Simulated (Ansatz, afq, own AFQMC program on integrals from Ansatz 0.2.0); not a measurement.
AFQMC on a folder of integrals that Ansatz 0.2.0 wrote.

```yaml
crystal:
  periodic: [false, false, false]
  atoms:
    - {symbol: C, position_ang: [-2.515528, 0.000000, 0.000000]}
    - {symbol: H, position_ang: [-2.878734, 1.027301, 0.000000]}
    - {symbol: H, position_ang: [-2.878734, -0.513650, 0.889668]}
    - {symbol: H, position_ang: [-2.878734, -0.513650, -0.889669]}
    - {symbol: H, position_ang: [-1.142528, 0.000000, 0.000000]}
    - {symbol: Br, position_ang: [0.501472, 0.000000, 0.000000]}
basis:
  gaussian: {orbitals: cc-pVTZ}
magnetization: {spin_polarized: true, initial_magnetization: 1}
correlation: {method: ccsd_t, electrons: outside_noble_gas, hamiltonian_folder: ham}
```

```sh
$ ansatz run in.yaml --threads 1 --pin off --events-out ev --progress --plain --max-ram 24576MiB --backend cuda --devices 0, --max-vram 18GiB
```

afq runs on the folder ham with

```
--method phaseless --trial cisd --walkers 600 --populations 10 --least-time 60 --time-step 0.005 --steps-per-block 50 --equilibration-blocks 28 --max-blocks 4000 --target-error 0.00023 --factor-cut 1e-05 --start spin_pure --seed 8975 --release-times 0.24,0.51,0.99,1.5 --release-step 0.03 --release-every 4 --taylor-order 6
```

Times are imaginary, in 1/Eh. The walk had a cap of 168 s. With eight or more populations the least sampling time is a fifth of least-time, and the error comes from their spread. Filled inner d shells are frozen with the cores.

```
orbitals 114  electrons 8 7  factors 689 of 750
reference energy -2612.61169644 Eh
CCSD correlation -0.38605151 Eh in 10 cycles, weight of the determinant in the CISD state 0.8570
energy of the start -2612.994496 Eh
 block  time / (1/Eh)  mean weight  energy / Eh
     1     0.250  0.9984  -2612.990188
     2     0.500  1.0003  -2612.996036
     3     0.750  1.0002  -2613.000487
     4     1.000  1.0003  -2613.003832
     5     1.250  1.0004  -2613.007766
     9     2.250  1.0001  -2613.010968
    21     5.250  0.9999  -2613.012357
    37     9.250  0.9992  -2613.012300
    53    13.250  1.0000  -2613.011178
    61    15.250  1.0009  -2613.007946
    69    17.250  1.0002  -2613.012403
    85    21.250  0.9998  -2613.011893
   101    25.250  1.0001  -2613.010197
   117    29.250  0.9995  -2613.018300
   133    33.250  0.9998  -2613.009809
   149    37.250  1.0008  -2613.014400
   165    41.250  1.0008  -2613.012226
error from the spread of 10 populations
released: time / (1/Eh)  energy / Eh  error  mean overlap
  0.24  -2613.011907  0.000955  0.9948
  0.51  -2613.012797  0.000154  0.9954
  0.99  -2613.012832  0.000282  0.9905
  1.50  -2613.017439  0.003972  0.9771
energy -2613.012791 +/- 0.000216 Eh
(rows thinned)
```

Question: Estimate how long the walk took on 1 × NVIDIA H100 80GB HBM3 with 2 threads of AMD EPYC 7R13 Processor (Zen 3) (shared host) (the card was shared).

Answer: 2.2 min of wall time.

The run passed its tests (sampling time, drift between the halves within three errors, error under three times the target), which doesn't prove that it has relaxed. The second half of the sampling lies below the first by 1.7 errors of their difference, so the energy may still be moving and its error bar be too small.

Against this walk (error 5.9 meV) on the same determinant: CCSD(T) 36.6 meV higher. The error is statistical and leaves out the bias of the constraint. None of these is a sure reference here. The released energies have errors that jump between times, so the bars are unsure (meV from the phaseless value at times in 1/Eh: 24 ± 26 at 0.24, 0 ± 4 at 0.51, -1 ± 8 at 0.99, -126 ± 108 at 1.50), so they give no level.

Cautions: constraint bias not in the error; no relativity below Rb; no spin-orbit coupling; inner d shell frozen.

A walk keeps the symmetry of its determinant, which the program's search chose and which needn't be the lowest solution, so a lower state of the same spin and another symmetry isn't excluded.
